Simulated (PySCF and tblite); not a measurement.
C₃H₅NO, numbered as in [CH2:1]=[CH:2][C:3]([NH2:4])=[O:5].

Free energies: PBE0-D3(BJ)/def2-TZVP (IEF-PCM, chloroform) on PBE0-D3(BJ)/def2-SVP structures plus GFN2-xTB thermal terms, symmetry and mirror images included. Conformers within 3 kcal/mol (GFN2-xTB free energy) were kept, 5 at most. GIAO shieldings: wB97X-D/pcSseg-1 (IEF-PCM, chloroform). Shifts are against TMS (¹H), TMS (¹³C), NH3 (¹⁵N) at the same level; of two unlike H on one atom, a is the less shielded. Programs: PySCF with density fitting and tblite.

(1) List the conformer-averaged shifts at 298.15 K.

(2) How do the conformers differ?

(3) Which signal moves most, for its nucleus, between 220 and 380 K through the change of populations alone?

Rotation about the C–N or B–N bond may be slow on the NMR time scale, and the averages treat it as fast. H on N, O and S are left out: they exchange, and hydrogen bonds move them by several ppm. Unscaled ¹⁵N shifts at such levels can be off by tens of ppm; differences between conformers or isomers are more reliable. Shifts are unscaled: against experiment ¹³C can be off by 15 ppm or more and ¹H by 0.8 ppm.

Answers

(1) ¹H: 6.80 (H1a, 1H), 6.23 (H1b, 1H), 6.13 (H2, 1H) ppm. ¹³C: 169.3 (C3), 140.8 (C1), 138.7 (C2) ppm. ¹⁵N: 119.8 (N4) ppm.

(2) Torsions listed: C1–C2–C3–O5, O5–C3–N4–H4. Of a mirror pair one member is shown.
| conformer | shape | weight % |
| --- | --- | --- |
| 1 | 0°, 0° | 85.7 |
| 2 | 152°, 166° | 14.3 |

```json
{"signal": "H1a", "1": "6.90", "2": "6.19", "average": "6.80"}
{"signal": "H1b", "1": "6.24", "2": "6.15", "average": "6.23"}
{"signal": "H2", "1": "6.14", "2": "6.10", "average": "6.13"}
{"signal": "C1", "1": "141.8", "2": "134.9", "average": "140.8"}
{"signal": "C2", "1": "137.8", "2": "144.1", "average": "138.7"}
{"signal": "C3", "1": "168.8", "2": "172.3", "average": "169.3"}
{"signal": "N4", "1": "120.9", "2": "113.8", "average": "119.8"}
```

(3) H1a: 6.86 ppm at 220 K, 6.83 ppm at 260 K, 6.80 ppm at 298.15 K, 6.77 ppm at 340 K, 6.75 ppm at 380 K.


¹⁵N shifts are against a computed isolated NH3 molecule, about 20 ppm from the liquid.